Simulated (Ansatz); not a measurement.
# Property card for GaPt

The calculation used DFT PBEsol, scalar-relativistic, plane waves, PAW in Ansatz 0.2.0.

Settings: cutoff 420 eV, Γ-centred mesh 8×8×8 on the computed 8-atom cell, Gaussian smearing of 0.10 eV; no spin polarisation.

The structure is relaxed at this level of theory with its symmetry kept. Whether it is the stable form of this composition wasn't checked.

```xyz
8
Lattice="4.9025 0.0000 0.0000 0.0000 4.9025 0.0000 0.0000 0.0000 4.9025" Properties=species:S:1:pos:R:3 pbc="T T T"
Ga    0.4568    0.4568    0.4568
Ga    1.9945    4.4458    2.9080
Ga    4.4458    2.9080    1.9945
Ga    2.9080    1.9945    4.4458
Pt    1.9521    1.9521    1.9521
Pt    0.4991    2.9504    4.4034
Pt    2.9504    4.4034    0.4991
Pt    4.4034    0.4991    2.9504
```

| Property | Result |
| --- | --- |
| Space group | P2_13 (No. 198) |
| Volume per atom | 14.73 Å³ |
| Formation energy from the elements' standard states (uncorrected) | -0.662 eV/atom |
| Kohn–Sham band gap | none (metal) |
| Density of states at the Fermi level | 1.53 states/eV per cell |
| Löwdin character within 0.5 eV of the Fermi level | Pt 5d 46 %, Ga 4p 34 %, Ga 4s 11 % |
| Bulk modulus | 185 GPa |
| Its pressure derivative | 6.3 |
| Bader charges (e) | Ga (4 in the cell) 0.77, Pt (4 in the cell) -0.77 |

Spin-orbit coupling is left out, which matters for the bands of heavy elements.